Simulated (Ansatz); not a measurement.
C2H4OS (`OCC=S`), relaxed with RKS PBE0-D4/def2-TZVP in Ansatz from a PBE-D4/def2-SVP geometry. The force threshold is 0.005 eV/Å; the program also tests the step.

Charge 0, multiplicity 1.

Start:

```xyz
8

O     1.080    1.087   -0.108
C     0.625   -0.214    0.005
C    -0.861   -0.383    0.048
S    -1.890    0.885   -0.034
H     0.256    1.641   -0.137
H     1.026   -0.723    0.924
H     0.990   -0.864   -0.837
H    -1.226   -1.428    0.139
```

| step | energy (eV) | largest force (eV/Å) | largest move (Å) |
| --- | --- | --- | --- |
| 1 | -15014.2956 | 0.835 | 0.000 |
| 2 | -15014.3349 | 0.423 | 0.019 |
| 3 | -15014.3429 | 0.100 | 0.021 |
| 4 | -15014.3432 | 0.032 | 0.003 |
| 5 (rejected) | -15014.3431 | 0.038 | 0.004 |
| 6 | -15014.3432 | 0.005 | 0.002 |
| 7 | -15014.3432 | 0.002 | 0.001 |

End:

```xyz
8

O     1.073    1.073   -0.107
C     0.616   -0.228    0.006
C    -0.860   -0.379    0.048
S    -1.891    0.854   -0.031
H     0.283    1.641   -0.138
H     1.015   -0.707    0.917
H     0.980   -0.847   -0.832
H    -1.215   -1.407    0.137
```

Run time 24 s (2 threads of an Arm Neoverse V1 on a shared host); peak host memory 0.3 GiB.
